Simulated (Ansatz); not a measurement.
## C$_{2}$H$_{6}$, singlet in cc-pVDZ: errors against RCCSDT(Q)

Geometry: MP2(full)/6-31G*, from the G2/97 set.

```xyz
8

C     0.0000    0.0000    0.7622
C     0.0000    0.0000   -0.7622
H     0.0000    1.0190    1.1572
H    -0.8824   -0.5095    1.1572
H     0.8824   -0.5095    1.1572
H     0.0000   -1.0190   -1.1572
H    -0.8824    0.5095   -1.1572
H     0.8824    0.5095   -1.1572
```

Basis cc-pVDZ; Ansatz 0.2.0. Only valence electrons are correlated (noble-gas cores frozen), which leaves 14 electrons in 56 orbitals. R marks a restricted (for open shells ROHF) determinant. Active spaces: frontier = (8e, 8o) about the gap.

Full CI isn't at hand for all of this; RCCSDT(Q) serves as the reference, and is uncertain by about the last step of the cluster series.

- UHF ⟨S²⟩: 0.000
- T1 diagnostic (RCCSD): 0.0058
- largest doubles amplitude (RCCSD): 0.034

```
   level  E − E(RHF) (eV)
    RMP2          -8.2217
   RCCSD          -9.2290
RCCSD(T)          -9.4543
```

Problem. Estimate how far RCCSDT(Q) in cc-pVDZ lies from RCCSD(T). The table doesn't fix it; the size of (T) and the diagnostics are the guide.

Solution. RCCSDT(Q) in cc-pVDZ lies 1.02 mEh below RCCSD(T), which is 12 % of the (T) step (-8.28 mEh). The diagnostics are small and one determinant leads, so the series closes fast and only a small part of (T) is left.

The other levels:

```tsv
level	E − E(RCCSDT(Q)) (mEh)	share of correlation (%)	wall time
CISD	38.66	88.91	2.6 s
BCCD(T)	1.01	99.71	0.97 s
RCCSDT	0.39	99.89	–
CASSCF (frontier space)	274.67	21.18	–
NEVPT2 (frontier space)	52.62	84.90	7.5 s
MRCISD (frontier space)	24.74	92.90	–
MRCISD+Q (frontier space)	2.36	99.32	10 s (H100)
```

The correlation energy at RCCSDT(Q), counted from RHF, is -9.482 eV. That run took 6 s on 2 threads of AMD EPYC 7R13 with a shared H100 80 GB, shared host.

Times hold each run's SCF and search for its determinant on a shared host, so for small cases they say little of a method's own cost; rows without a card ran on 1 thread of AMD EPYC 7R13.

Atomization energy (electronic, same basis, no zero-point term; atoms at the same level, unrestricted beside the R rows where the molecule is a closed shell, with restricted open-shell steps beyond CCSDT(Q)) at RCCSDT(Q): 2799.6 kJ/mol. Errors of other levels:

| level | error (kJ/mol) |
| --- | --- |
| RHF | -525.4 |
| RMP2 | -4.0 |
| CISD | -92.3 |
| RCCSD | -17.8 |
| RCCSD(T) | -0.9 |
| BCCD(T) | -0.7 |
| RCCSDT | -0.9 |

This basis is far from its limit, so the value isn't to be set against a measured one. Truncated CI isn't size-consistent, which counts against it in atomization.
